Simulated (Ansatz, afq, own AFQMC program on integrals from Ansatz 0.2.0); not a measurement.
## B₂H₂⁺, doublet: AFQMC among the cluster methods

```xyz
4

B     0.0000    0.0000    0.6756
B     0.0000    0.0000   -0.9095
H     0.0000    1.0479    1.2540
H     0.0000   -1.0479    1.2540
```

Connectivity, by distances: BH2–B.

Basis cc-pVTZ. Only valence electrons are correlated. AFQMC by an in-house program on the Cholesky factors that Ansatz 0.2.0 writes for its CCSD(T) run. ph-AFQMC/CISD is guided by a CISD state made of CCSD amplitudes; releasing the constraint for a short imaginary time cuts its bias at the price of noise, slowly where states lie close. Uncertainties: one standard error, sampling alone.

Determinant: UHF, the one that the program's search chose, which needn't be the lowest solution. The geometry is a PBE0/def2-TZVP stationary point of this or a neighbouring charge and spin state.

No full CI on the walks' own integrals is used here; CCSDT(Q) serves as the reference and is uncertain by about the last step of the cluster series.

```
T1 diagnostic                               : 0.0190
weight of the determinant in the CISD state : 0.913
⟨S²⟩ of the determinant                     : 0.754
size of the correlated space                : 7 electrons in 86 orbitals
```

Reference: CCSDT(Q), correlation energy -4.393 eV. The released energy is read at 2.40 1/Eh (meV from the phaseless value at times in 1/Eh: -2 ± 4 at 0.24, -5 ± 4 at 0.51, -11 ± 5 at 0.99, -10 ± 3 at 1.62, -5 ± 5 at 2.40).

```
         level  E − E(reference) (meV)  share of correlation (%)
            HF                  4393.3                      0.00
           MP2                   942.3                     78.55
          CCSD                   150.1                     96.58
       CCSD(T)                    29.4                     99.33
         CCSDT                     4.4                     99.90
 ph-AFQMC/CISD               8.4 ± 4.0                     99.81
released AFQMC               3.1 ± 5.3                     99.93
```

A walk keeps the symmetry of its determinant, which the program's search chose and which needn't be the lowest solution, so a lower state of the same spin and another symmetry isn't excluded. Released energies are given only where the last usable release times agree within the noise; a slower fall can still hide under it.
